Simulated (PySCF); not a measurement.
**Indirect couplings**

Bonds (- single, = double, # triple, : aromatic): C1=C2 1.330 Å, C2-O3 1.344 Å, O3-C4 1.408 Å. C1 carries H5, H6; C2 carries H7; C4 carries H8, H9, H10. H5 is cis to O3; H6 is trans to O3.

Method: B97-2/pcJ-2//PBE0-D3(BJ)/def2-TZVP, PySCF; isolated molecule, single conformer, non-relativistic. Couplings are averaged over pairs made equivalent by symmetry, fast rotation or ring inversion, so a value needn't be that of the named pair in this geometry, while other rotamers aren't included; one pair stands for each set, and the list holds those of at least 0.8 Hz over up to four bonds.

Isotopes: ¹³C, ¹H, ¹⁷O. Couplings to quadrupolar nuclei such as 17O and 33S are rarely resolved in practice.

```tsv
pair	bonds	J (Hz)
C1, C2	1	80.0
C1, H5	1	?
C1, H6	1	?
C2, O3	1	27.8
C2, H7	1	?
O3, C4	1	20.4
C4, H8	1	133.9
C1, O3	2	3.6
C1, H7	2	9.4
C2, C4	2	-2.3
C2, H5	2	?
C2, H6	2	5.3
O3, H7	2	-24.0
O3, H8	2	?
H5, H6	2	-2.3
H8, H9	2	-10.0
C1, C4	3	6.6
C2, H8	3	?
O3, H5	3	-3.3
O3, H6	3	?
C4, H7	3	8.3
H5, H7	3	14.0
H6, H7	3	?
C4, H6	4	0.8
```

Task: Estimate the withheld couplings, with signs.

Result: 
- ¹J(C1,H5) = 148.8 Hz (bond length 1.081 Å, sp2 carbon)
- ¹J(C1,H6) = 155.2 Hz (bond length 1.081 Å, sp2 carbon)
- ¹J(C2,H7) = 173.1 Hz (bond length 1.085 Å, sp2 carbon)
- ²J(C2,H5) = -4.9 Hz (angle at C1 124°)
- ²J(O3,H8) = -5.5 Hz (mean over equivalent pairs that range from -13.4 to -1.5 Hz in this conformer)
- ³J(C2,H8) = 4.7 Hz (mean over equivalent pairs that range from 1.5 to 10.9 Hz in this conformer)
- ³J(O3,H6) = -4.3 Hz (dihedral angle 180°)
- ³J(H6,H7) = 7.4 Hz (dihedral angle 0°)
